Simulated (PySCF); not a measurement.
Gas-phase reaction: 2 SiO + 2 Cl → 2 SiCl + O2, at 600 K and a standard pressure of 1 bar. Level: LDA/def2-TZVP†.

Energies from PySCF, thermal terms from the rigid-rotor harmonic-oscillator model, ideal gas at 1 bar. † marks an energy on the PBE0/def2-TZVP geometry and frequencies. Open shells (unrestricted): Cl (multiplicity 2, electronic degeneracy 6), SiCl (multiplicity 2, electronic degeneracy 4), O2 (multiplicity 3); the rest are closed-shell singlets. Spin-orbit splitting is ignored; it lowers the true energy and changes the entropy of Cl, SiCl. The harmonic model lacks anharmonicity and excited electronic states, which grow with temperature; levels with a mode under 35 cm⁻¹ are left out.

```
species      E (Ha)  H(600 K) − E (kJ/mol)  S°(600 K) (J/mol/K)
-------  ----------  ---------------------  -------------------
SiO      -363.08846                   25.8                233.4
Cl       -458.64991                   12.5                182.8
SiCl     -747.04964                   23.1                263.5
O2       -149.32985                   28.1                225.9
```
E: electronic energy; H − E holds the zero-point and thermal terms. 1 Ha = 2625.5 kJ/mol.

**Question.** Work out ΔH°, ΔS°, ΔG° and log10 K from these numbers.

**Answer.** 1. ΔE = 2×(-747.04964) + 1×(-149.32985) − 2×(-363.08846) − 2×(-458.64991) = 0.04761 Ha = 125.0 kJ.
2. Δ(H − E) = 2×(23.1) + 1×(28.1) − 2×(25.8) − 2×(12.5) = -2.3 kJ, so ΔH° = 122.7 kJ.
3. ΔS° = 2×(263.5) + 1×(225.9) − 2×(233.4) − 2×(182.8) = -79.5 J/K; the number of gas molecules changes by -1.
4. ΔG° = ΔH° − TΔS° = 122.7 − 600×(-79.5)/1000 = 170.4 kJ.
5. log10 K = −ΔG°/(RT ln 10) = -14.83, with RT ln 10 = 11.49 kJ/mol; at standard pressures the reactants are favoured.
6. A shift of 10 kJ in ΔE would move log10 K by 0.87 here.
For scale, ΔH°(298 K) is 124 kJ at this level, 216 kJ at ωB97M-V/def2-TZVP†, and runs from 101 to 584 kJ over the 20 levels computed; the NASA 1993 table gives 355 kJ (entries not checked at source). After a fit of one offset per element over all species, the range-separated, M06-2X, PBE0/def2-QZVP and CCSD(T)/def2-TZVPP enthalpies, where run, lie to one side of the table for SiCl (-55 kJ/mol): a fault of the table's entry, another state or a shared error of the levels is possible; this was not checked at source.
